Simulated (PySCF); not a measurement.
# Nuclear quadrupole coupling in `[AlH3-][CH2]Cl`

Compound: CH5AlCl (charge -1).
Structure used (PBE0-D3(BJ)/def2-SVP), in Å, numbered top down from 1:
```xyz
8
CH5AlCl angstrom
Al    -1.0282    0.0393   -0.0767
C      1.0023   -0.1574    0.0125
Cl     1.8626    1.2597    0.7857
H     -1.6441    0.1617    1.4387
H     -1.4128    1.3462   -0.9906
H     -1.5538   -1.3487   -0.8029
H      1.4598   -0.2545   -0.9867
H      1.3238   -1.0367    0.5956
```

Field gradients from the PBE0/pcSseg-1 density (PySCF, non-relativistic), principal values in atomic units, ordered |Vxx| ≤ |Vyy| ≤ |Vzz|:

```csv
atom,Vxx,Vyy,Vzz
Al1,-0.0393,-0.0784,0.1177
Cl3,-1.7510,-1.8152,3.5661
```

**Question.** Find the asymmetry η = (Vxx − Vyy)/Vzz and the couplings χ = eQV/h (234.96 MHz × Q in barn × V in au), with Q(27Al) = 0.1466 b, Q(35Cl) = −0.0817 b.

**Answer.** 
| atom | environment | nucleus | η | χzz (MHz) | χxx (MHz) | χyy (MHz) |
| --- | --- | --- | --- | --- | --- | --- |
| Al1 | aluminium bonded to C and 3 H | 27Al | 0.33 | 4.053 | -1.353 | -2.701 |
| Cl3 | alkyl chlorine | 35Cl | 0.02 | -68.46 | 33.61 | 34.84 |

The gradient is axial or nearly so (η below 0.05) at Cl3. 

**Question.** What is Vzz at Cl3 in SI units (1 au = 9.71736 × 10²¹ V/m²)?

**Answer.** 3.5661 au = 34.654 × 10²¹ V/m².

**Question.** And the gradient at the other heavy atoms, for which no coupling is worked out here?

**Answer.** 
```json
{"atom": "C2", "environment": "sp3 C–Cl carbon", "Vzz (au)": "0.646", "η": "0.60"}
```

Were the hydrogens deuterons (Q(2H) = 0.00286 b), χzz would run from 64 kHz (H6) to 200 kHz (H8 and H7).

Geometry: PBE0-D3(BJ)/def2-SVP; no solvent, vibrations or thermal averaging. The pcSseg-1 basis has no diffuse functions, a weakness for an anion. With so small a basis the couplings can be 20 % off.
